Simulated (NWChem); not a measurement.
System: diphosphorus (P$_{2}$); SMILES P#P

```xyz
2

P      0.0000     0.0000     0.9521
P      0.0000     0.0000    -0.9521
```
Atoms are numbered in this order, from 1.

Structure relaxed at the B3LYP/6-31G* (spherical d) level.

Problem. List the 4 lowest vertical singlet excitations from CAM-B3LYP/aug-cc-pVDZ, full TDDFT (NWChem).

Solution. 
```
state  energy (eV)  oscillator strength  leading excitation (squared amplitude)
-----  -----------  -------------------  --------------------------------------
S1            3.31                0.000                  HOMO−1 → LUMO+1 (0.29)
S2            3.73                0.000                    HOMO−1 → LUMO (0.29)
S3            3.73                0.000                  HOMO−1 → LUMO+1 (0.29)
S4            4.29                0.000                    HOMO−2 → LUMO (0.99)
```
